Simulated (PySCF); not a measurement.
**Name the molecule from its bond curve**

A diatomic of charge 0 contains N. Its doublet curve at ROHF-SCS-MP2 in a triple-zeta basis (spin-free X2C with a Gaussian nucleus, PySCF), in eV from the separated fragments:

R (Å), E (eV) and a bar:
```
    1.346     -2.333 ##############################
    1.409     -3.361 ##############
    1.471     -3.963 #####
    1.518     -4.204 ##
    1.565     -4.310 
    1.612     -4.310 
    1.675     -4.190 ##
    1.753     -3.907 ######
    1.847     -3.459 #############
    1.972     -2.799 #######################
```

The fit gives ωe = 1102 cm⁻¹ and the rotational constant Bₑ = 0.7163 cm⁻¹.

Problem. Which atom is the partner?

Solution. The minimum lies at 1.588 Å, so the reduced mass is 16.8576 u Å² cm⁻¹/(Bₑ·Re²) = 9.333 u. With N at 14.00 u the partner weighs about 28.0 u: Si. The molecule is SiN.

Correlated steps freeze 6 core orbitals. The state was picked by a PBE0 search and need not be the measured ground state.
